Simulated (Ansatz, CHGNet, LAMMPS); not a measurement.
# hcp Zr: properties by level of theory

Reference values: elastic constant C11 155 GPa (measured, 4 K, no zero-point or thermal correction; as tabulated in Clouet (2012), arXiv:1210.1082); elastic constant C44 36.3 GPa (measured, 4 K, not corrected to a static lattice; as tabulated in Clouet (2012), arXiv:1210.1082).

```
level (code)                               elastic constant C11 (GPa)  elastic constant C44 (GPa)
-----------------------------------------  --------------------------  --------------------------
Finnis–Sinclair EAM Zr_mm.eam.fs (LAMMPS)                         142                        43.9
Lennard-Jones jacobson2022 (LAMMPS)                               619                         162
CHGNet 0.3.0 (CHGNet)                                            93.3                         8.0
LDA (Ansatz)                                                      141                        17.0
HSE06 (Ansatz)                                                    164                        44.7
```

Differences from the reference values (errors of the level alone only where the reference is corrected to a static lattice):

```csv
level,elastic constant C11 (%),elastic constant C44 (%)
Finnis–Sinclair EAM Zr_mm.eam.fs,-8.4,+21
Lennard-Jones jacobson2022,+299,+346
CHGNet 0.3.0,-40,-78
LDA,-9.0,-53
HSE06,+5.8,+23
```

Nearest: elastic constant C11, not ranked (one source); elastic constant C44, not ranked (one source). Empirical potentials aren't ranked on values they can be fitted to.

Empirical potentials (Finnis–Sinclair EAM Zr_mm.eam.fs, Lennard-Jones jacobson2022) are fitted to chosen data, which need not cover the solid at hand: agreement can be built in, and what lay outside the fit can be far off. Machine-learned potentials (CHGNet 0.3.0) are trained on DFT data, which may include these solids.

Caveats: hybrids on metals are sensitive to the k mesh (HSE06). Ansatz's density-functional and Hartree–Fock values are scalar-relativistic unless marked +SOC, with PAW data made under PBE.

Unless a cell is named, each level is at its own relaxed cell (Finnis–Sinclair EAM Zr_mm.eam.fs 23.40, Lennard-Jones jacobson2022 23.19, CHGNet 0.3.0 23.45, LDA 21.78, HSE06 23.49 Å³/atom).

Differences are worked out from the printed values.

The computed numbers hold no vibrational or temperature effects.

Ansatz is a program for electronic structure.
